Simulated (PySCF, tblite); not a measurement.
**BH2F: geometry, infrared bands, NMR shifts and spin-spin couplings**

What infrared bands, NMR shifts and spin-spin couplings should BH2F (`BF`) show?

The runs use tblite 0.8.0 and PySCF 2.14.0, with density-fitted response routines of our own; the level of theory stands in each step. All values are computed, except where a source is named. Atoms count from 0, in the outputs and in this text.

**1. The molecule as given**

4 atoms, charge 0, multiplicity 1; geometry from: force field or distance geometry start.

Bonds of the start (Å): B0–F1 1.44, B0–H2 1.18, B0–H3 1.19.

**2. Optimising the geometry with GFN2-xTB**

What the job is given:

```
{"job": {"kind": "relax", "xc": "GFN2-xTB", "basis": "xTB"}, "charge": 0, "multiplicity": 1}
B     -0.096300    -0.082100    -0.157500
F      1.331200    -0.163600     0.025000
H     -0.503600     0.991000    -0.422600
H     -0.721100    -0.740500     0.605500
```

The run is started by

```sh
$ OMP_NUM_THREADS=1 python probes_run.py task.json out
```

This one command runs all jobs of the session in turn.

**Question.** This job is followed by: GFN2-xTB harmonic vibrations, gas phase; GIAO PBE0/pcSseg-1 NMR shielding, non-relativistic, gas phase; B3LYP/pcJ-1 indirect spin-spin coupling, non-relativistic, gas phase. Predict these results of the whole session: strongest single infrared mode (GFN2-xTB); zero-point energy (GFN2-xTB); 1H shifts against TMS (PBE0/pcSseg-1, means over atoms taken as alike); 11B shifts against BF3·OEt2 (PBE0/pcSseg-1); 19F shifts against CFCl3 (PBE0/pcSseg-1); largest coupling of the table (B3LYP/pcJ-1).

The runs gave:

| quantity | value |
| --- | --- |
| strongest single infrared mode (GFN2-xTB) | 1304 cm⁻¹, 209 km/mol |
| zero-point energy (GFN2-xTB) | 13.6 kcal/mol |
| 1H shifts against TMS (PBE0/pcSseg-1, means over atoms taken as alike) | 5.39 ppm |
| 11B shifts against BF3·OEt2 (PBE0/pcSseg-1) | 54.7 ppm |
| 19F shifts against CFCl3 (PBE0/pcSseg-1) | 19.3 ppm |
| largest coupling of the table (B3LYP/pcJ-1) | 1J(B,F) B0–F1, -186.8 Hz |

The optimisation took 12 steps and gained 0.535 eV; among the close pairs (by a distance rule), B0–F1 changed most, from 1.441 to 1.305 Å. All 6 modes are real, so the xTB geometry is a minimum. The strongest single mode, at 1304 cm⁻¹, moves mainly B0. Unscaled tight-binding wavenumbers are off by several per cent, some by more. Its intensities can rank the bands wrongly. At PBE0/pcSseg-1: The widest tensor belongs to F1: span 606 ppm, with a paramagnetic part of -316 ppm. In the run at B3LYP/pcJ-1, the largest coupling of the table is B0–F1, -186.8 Hz, of which the Fermi-contact term gives -102.2 Hz.
